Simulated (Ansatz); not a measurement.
System: fcc Ag. Method: HSE06-D3(BJ) (Ansatz, a program for electronic structure, plane waves, PAW).

Run with plane-wave cutoff 460 eV, 14×14×14 k mesh, Fermi–Dirac smearing 0.05 eV, no spin polarisation, scalar-relativistic PAW data made under PBE.

Cell (relaxed at this level):

```yaml
crystal:
  lattice:
    - [0.00000, 2.02008, 2.02008]
    - [2.02008, 0.00000, 2.02008]
    - [2.02008, 2.02008, 0.00000]
  atoms:
    - { symbol: Ag, position: [0.00000, 0.00000, 0.00000] }
```

Problem. Estimate the bulk modulus B0 and pressure derivative B′ of the bulk modulus that the calculation returns.

Solution. 
- bulk modulus B0 = 115 GPa
- pressure derivative B′ of the bulk modulus = 6.1

Measured, for comparison: bulk modulus 110 GPa (corrected for temperature and zero-point phonon effects, our sources range from 104 to 111; as tabulated in Levämäki et al. (2014), arXiv:1402.3671). Computed (rounded) less measured: bulk modulus +5 % (+4 % to +11 % over the range).

The computed numbers hold no vibrational or temperature effects.

Computing time: about 10 core-minutes (a rough figure).
